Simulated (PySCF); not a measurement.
**HF at other levels of theory**

Aim: see what other levels and later steps give for HF.

Computed with PySCF 2.14.0. Level: method and basis as typed in the scripts.

### Step 1. Where the work starts

HF: 2 atoms, charge 0, spin multiplicity 1.

Bond lengths: H1–F2 0.935 Å.

### Step 2. The base run

Input file input.py:

```python
from pyscf import gto, dft, tdscf

mol = gto.M(
    atom='H 0 0 0; F 0 0 0.935',
    basis='def2-svp',
    charge=0,
    spin=0,
    verbose=4,
)
mf = dft.UKS(mol, xc='scan')
mf.kernel()
td = tdscf.TDDFT(mf)
td.nstates = 8
td.kernel()
td.analyze()
mf.dip_moment()
print('orbital energies (hartree):', [e[max(0, n-3):n+3].round(4) for e, n in zip(mf.mo_energy, mol.nelec)])
```

Command:

```sh
> OMP_NUM_THREADS=1 python input.py
```

### Step 3. SCF alone

Run 1 changes step after the SCF: tddft → none.

input.py: that of step 2 with these lines changed.

```diff
@@ -1,2 +1,2 @@
-from pyscf import gto, dft, tdscf
+from pyscf import gto, dft
 
@@ -11,6 +11,2 @@
 mf.kernel()
-td = tdscf.TDDFT(mf)
-td.nstates = 8
-td.kernel()
-td.analyze()
 mf.dip_moment()
```

### Step 4. Mn15l

Run 2 changes functional: scan → mn15l.

input.py: that of step 2 with these lines changed.

```diff
@@ -9,3 +9,3 @@
 )
-mf = dft.UKS(mol, xc='scan')
+mf = dft.UKS(mol, xc='mn15l')
 mf.kernel()
```

### Step 5. B3lyp

Run 3 changes functional: scan → b3lyp.

input.py: that of step 2 with these lines changed.

```diff
@@ -9,3 +9,3 @@
 )
-mf = dft.UKS(mol, xc='scan')
+mf = dft.UKS(mol, xc='b3lyp')
 mf.kernel()
```

### Step 6. Polarisability

Run 4 changes step after the SCF: tddft → polarizability.

input.py: that of step 2 with these lines changed.

```diff
@@ -1,2 +1,3 @@
-from pyscf import gto, dft, tdscf
+from pyscf import gto, dft
+from pyscf.prop.polarizability import uhf as pol
 
@@ -11,6 +12,4 @@
 mf.kernel()
-td = tdscf.TDDFT(mf)
-td.nstates = 8
-td.kernel()
-td.analyze()
+print('polarizability (a.u.)')
+print(pol.Polarizability(mf).polarizability().round(4))
 mf.dip_moment()
```

### Step 7. Olyp

Run 5 changes functional: scan → olyp.

input.py: that of step 2 with these lines changed.

```diff
@@ -9,3 +9,3 @@
 )
-mf = dft.UKS(mol, xc='scan')
+mf = dft.UKS(mol, xc='olyp')
 mf.kernel()
```

Before running it: what results should come out? Wanted: for each run, E(SCF); from base; gap; SCF dipole; after the SCF.

**Answer**, as computed:

```csv
run,E(SCF) (hartree),from base (eV),cycles,gap (eV),SCF dipole (D),after the SCF
base,-100.322482,0,7,10.97,1.88,lowest root found 10.10 eV
SCF alone,-100.322482,0.0000,7,10.97,1.88,n/a
mn15l,-100.252843,not comparable,7,11.04,1.91,lowest root found 10.53 eV
b3lyp,-100.353115,not comparable,7,11.53,1.87,lowest root found 8.98 eV
polarisability,-100.322482,0.0000,7,10.97,1.88,n/a
olyp,-100.327434,not comparable,7,8.61,1.79,lowest root found 8.27 eV
```

What this shows: The gap between the frontier levels is 8.6 eV with olyp (0 % exact exchange) and 11.5 eV with b3lyp (20 %): exact exchange opens it. Total energies of different functionals can't be compared with each other; differences within one functional can.
